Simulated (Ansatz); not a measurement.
# Na2: the cost of one run

Method: the levels named in each step, in Ansatz 0.2.0.

8 further runs of the same task are left out: 8 for a known fault of the program.

### Step 1. The system as given

Bond lengths: Na1–Na2 3.980 Å.

Coordinates:

```xyz
2

Na    0.0000    0.0000   -0.6222
Na    0.0000    0.0000    3.3577
```

### Step 2. Single point, wB97M-V/def2-TZVPP

File input.yaml:

```yaml
crystal:
  periodic: [false, false, false]
  atoms:
    - { symbol: Na, position_ang: [0.0, 0.0, -0.62220503] }
    - { symbol: Na, position_ang: [0.0, 0.0, 3.35765503] }
magnetization:
  spin_polarized: true
  initial_magnetization: 1
total_charge: 1
basis:
  gaussian: { orbitals: def2-TZVPP }
hamiltonian:
  xc: { name: wB97M-V }
```

Run with:

```
> ansatz run input.yaml --threads 2 --pin off --max-ram 5120MiB --backend cpu --events-out ev --progress --plain --runs-dir out
```

Q: Estimate wall time and peak memory on 2 threads of Intel Xeon Platinum 8259CL at 2.50GHz (Skylake/Cascade Lake), shared host.

About 5.1 s, with a peak of 0.3 GiB.
